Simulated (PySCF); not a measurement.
Compound: C₄H₁₁OP.
SMILES with atom numbers: `[CH3:1][CH2:2][PH:3](=[O:4])[CH2:5][CH3:6]` (hydrogens: H7, H8, H9 on C1; H10, H11 on C2; H12 on P3; H13, H14 on C5; H15, H16, H17 on C6)

The same species was optimised twice, with GFN2-xTB and with PBE0-D3(BJ)/def2-SVP (PySCF), and the same property calculations (PySCF, gas phase) were run on both structures.

```tsv
coordinate	GFN2-xTB	PBE0-D3(BJ)/def2-SVP	change
P3=O4 (Å)	1.465	1.496	+0.031
P3–C5 (Å)	1.834	1.824	-0.010
C2–P3 (Å)	1.832	1.822	-0.010
C1–C2 (Å)	1.519	1.521	+0.002
C5–C6 (Å)	1.522	1.523	+0.001
P3–C5–C6 (°)	108.1	111.1	+3.0
C2–P3–C5 (°)	108.4	106.7	-1.7
C1–C2–P3 (°)	114.5	115.6	+1.1
C2–P3–O4 (°)	113.6	114.8	+1.2
O4–P3–C5 (°)	114.0	113.9	-0.1
C1–C2–P3–O4 (°)	-172	-175	-3
C2–P3–C5–C6 (°)	-178	175	-7
```

Rotational constants: A = 4247, B = 1936, C = 1448 MHz (GFN2-xTB) against A = 4171, B = 1933, C = 1433 MHz (PBE0-D3(BJ)/def2-SVP). Point groups within 0.08 Å: C1 and C1.

On the GFN2-xTB structure: HOMO (eV) -7.50 [PBE0/pcSseg-1]; LUMO (eV) 1.08 [PBE0/pcSseg-1]; dipole (D) 4.10 [PBE0/pcSseg-1]; GIAO shielding of C1/C6 (mean) (ppm) 179.2 [PBE0/pcSseg-1]; GIAO shielding of C2/C5 (mean) (ppm) 160.4 [PBE0/pcSseg-1]; GIAO shielding of P3 (ppm) 306.5 [PBE0/pcSseg-1]; GIAO shielding of O4 (ppm) 245.9 [PBE0/pcSseg-1].

Problem. What do these properties become on the PBE0-D3(BJ)/def2-SVP structure?

Solution. 
```json
{"property": "HOMO (eV)", "level": "PBE0/pcSseg-1", "on GFN2-xTB": "-7.50", "on PBE0-D3(BJ)/def2-SVP": "-7.47", "change": "+0.03"}
{"property": "LUMO (eV)", "level": "PBE0/pcSseg-1", "on GFN2-xTB": "1.08", "on PBE0-D3(BJ)/def2-SVP": "1.00", "change": "-0.08"}
{"property": "dipole (D)", "level": "PBE0/pcSseg-1", "on GFN2-xTB": "4.10", "on PBE0-D3(BJ)/def2-SVP": "4.24", "change": "+0.14"}
{"property": "energy, GFN2-xTB geometry as zero (kcal/mol)", "level": "PBE0/pcSseg-1", "on GFN2-xTB": "0.0", "on PBE0-D3(BJ)/def2-SVP": "-1.8", "change": "-1.8"}
{"property": "GIAO shielding of C1/C6 (mean) (ppm)", "level": "PBE0/pcSseg-1", "on GFN2-xTB": "179.2", "on PBE0-D3(BJ)/def2-SVP": "177.2", "change": "-2.0"}
{"property": "GIAO shielding of C2/C5 (mean) (ppm)", "level": "PBE0/pcSseg-1", "on GFN2-xTB": "160.4", "on PBE0-D3(BJ)/def2-SVP": "159.3", "change": "-1.1"}
{"property": "GIAO shielding of P3 (ppm)", "level": "PBE0/pcSseg-1", "on GFN2-xTB": "306.5", "on PBE0-D3(BJ)/def2-SVP": "303.8", "change": "-2.7"}
{"property": "GIAO shielding of O4 (ppm)", "level": "PBE0/pcSseg-1", "on GFN2-xTB": "245.9", "on PBE0-D3(BJ)/def2-SVP": "238.1", "change": "-7.8"}
```

The heavy atoms differ by 0.060 Å rms after alignment. Among bonds between heavy atoms P3=O4 changes most (+0.031 Å). Changes are differences of the printed values. Neither structure is proved a minimum here.

Conformer computed: `[CH3:1][CH2:2][PH:3](=[O:4])[CH2:5][CH3:6]`: C1–C2–P3–O4 -175°, C2–P3–C5–C6 175°.
